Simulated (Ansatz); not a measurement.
**MgCl radical: how energies converge with the basis set**

The task here is to estimate one member of a computed series from the others.

Program: Ansatz 0.2.0, Gaussian basis. Level of theory: one geometry, several basis sets. These are calculated values, not measurements.

Levels to be run: PBE0-D4/def2-SVP; ωB97M-V/def2-SVP; PBE0-D4/def2-QZVPP; ωB97M-V/def2-QZVPP; the functionals' def2-TZVPP values are taken from earlier runs.

## The geometry

An earlier PBE0-D4 in a triple-zeta def2 set relaxation fixed the geometry.

2 atoms, charge 0, spin multiplicity 2.

Atoms are counted from 1 here; the program's logs count them from 0.

Bond lengths: Mg1–Cl2 2.210 Å.

Set-up of the first run:

in.yaml reads:

```yaml
crystal:
  periodic: [false, false, false]
  atoms:
    - {symbol: Mg, position_ang: [0.955320, -0.365273, 0.475262]}
    - {symbol: Cl, position_ang: [-0.925920, 0.305173, -0.471162]}
basis:
  gaussian: {orbitals: def2-SVP}
magnetization: {spin_polarized: true, initial_magnetization: 1}
hamiltonian: {xc: pbe0, dispersion: d4}
output: {orbitals: {seedname: orbitals}}
```

Among the steps run: PBE0-D4 in def2-SVP; ωB97M-V in def2-SVP; PBE0-D4 in def2-QZVPP; ωB97M-V in def2-QZVPP.

One table of the session follows, with a row left open; its other results are not shown here.

It belongs to the step «Functionals by basis». 

```
functional       basis  HOMO (eV)  LUMO (eV)
   PBE0-D4    def2-SVP      -5.75      -2.82
   PBE0-D4  def2-TZVPP      -5.79      -2.82
   PBE0-D4  def2-QZVPP      -5.78      -2.80
   ωB97M-V    def2-SVP      -7.27      -1.45
   ωB97M-V  def2-TZVPP      -7.33      -1.36
   ωB97M-V  def2-QZVPP          ?          ?
```

Estimate the missing values for ωB97M-V, def2-QZVPP.

**Answer.** HOMO (eV): -7.34; LUMO (eV): -1.27. In the column «HOMO (eV)» it is the lowest.
